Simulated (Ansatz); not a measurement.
**CN (doublet): the correlation ladder at distance N1–C2 = 1.855 Å, 6-31G**

Aim: climb from Hartree-Fock through coupled cluster and multireference methods for CN (doublet) at one geometry and basis, and see what each rung misses.

The runs use Ansatz 0.2.0, Gaussian basis; 6-31G, core rule «outside noble gas», up to 2 orbitals frozen.

Plan: UHF; CCSD(T) on ROHF; CCSD(T) on UHF; BCCD(T) on ROHF; CISD; CCSDT(Q) on ROHF; CCSDT(Q) on UHF; CISDTQ; CCSDTQ on ROHF; CCSDTQ on UHF; CASSCF and MRCISD+Q, 3 electrons in 3 orbitals; CASSCF and NEVPT2, 3 electrons in 3 orbitals; CASSCF and MRCISD+Q, 9 electrons in 8 orbitals; CASSCF and NEVPT2, 9 electrons in 8 orbitals; Full CI.

27 further runs of the same task are left out: 7 for a known fault of the program, 17 that didn't finish, 3 set aside as unsound or not needed.

## (1) The system

The geometry derives from a PBE0/def2-TZVP stationary point (not a proven minimum). One bond is set to the value named and the two fragments are kept rigid.

2 atoms, charge 0, spin multiplicity 2.

Atoms are counted from 1 here; the program's logs count them from 0.

No contacts short enough for the rule that draws bonds.

## (2) UHF

Contents of in.yaml:

```yaml
crystal:
  periodic: [false, false, false]
  atoms:
    - {symbol: N, position_ang: [0.000000, 0.000000, 0.000000]}
    - {symbol: C, position_ang: [0.000000, 0.000000, 1.855000]}
basis:
  gaussian: {orbitals: 6-31G}
magnetization: {spin_polarized: true, initial_magnetization: 1}
hamiltonian: {xc: hf}
output: {orbitals: {seedname: orbitals}}
```

On the command line:

```
> ansatz run in.yaml --threads 1 --pin off --events-out ev --progress --plain --max-ram 2393MiB
```

After this run come: CCSD(T) on ROHF; CCSD(T) on UHF; BCCD(T) on ROHF; CISD; CCSDT(Q) on ROHF; CCSDT(Q) on UHF; CISDTQ; CCSDTQ on ROHF; CCSDTQ on UHF; CASSCF and MRCISD+Q, 3 electrons in 3 orbitals; CASSCF and NEVPT2, 3 electrons in 3 orbitals; CASSCF and MRCISD+Q, 9 electrons in 8 orbitals; CASSCF and NEVPT2, 9 electrons in 8 orbitals; Full CI.

Before running them: what should the planned runs give, taken together? Wanted: FCI below the RHF energy; RMP2 from FCI; UMP2 from FCI; RCCSD from FCI; RCCSD(T) from FCI; UCCSD(T) from FCI; RCCSDT(Q) from FCI; UCCSDT(Q) from FCI; NEVPT2 pair from FCI.

**Answer**, as computed:

| quantity | value |
| --- | --- |
| FCI below the RHF energy | -7.1694 eV |
| RMP2 from FCI | +2022.8 meV |
| UMP2 from FCI | +1825.4 meV |
| RCCSD from FCI | +656.2 meV |
| RCCSD(T) from FCI | -75.5 meV |
| UCCSD(T) from FCI | +191.1 meV |
| RCCSDT(Q) from FCI | -7.3 meV |
| UCCSDT(Q) from FCI | +25.3 meV |
| NEVPT2 pair from FCI | +1309.3 meV |
| NEVPT2 valence from FCI | +478.3 meV |
| MRCISD+Q valence from FCI | +15.5 meV |
| levels within 1 kcal/mol (43 meV) | RCCSDT(Q), UCCSDT(Q), RCCSDTQ, UCCSDTQ, MRCISD+Q valence |
| T1 diagnostic | 0.151 |
| effectively unpaired electrons | 1.85 |

What this shows: RCCSD(T) lands -75.5 meV from the yardstick (1.1 % of the correlation energy). CCSD(T) misses by -75.5 meV on the restricted determinant and by +191.1 meV on the unrestricted one; the two need not hold the same state or core. RCCSD(T), RCCSDT(Q) fall below full CI, which methods that aren't variational can do. With 1.9 effectively unpaired electrons against 1 the state is strongly multireference. Coupled cluster on one determinant still stays close here. Of the multireference levels listed MRCISD+Q valence comes nearest in total energy (+15.5 meV), which doesn't show that its space is the better one. Coupled cluster took another determinant than the lowest Hartree-Fock one. These misses are within one basis, not against nature; the frozen cores of restricted and unrestricted runs differ, which can shift their rows.
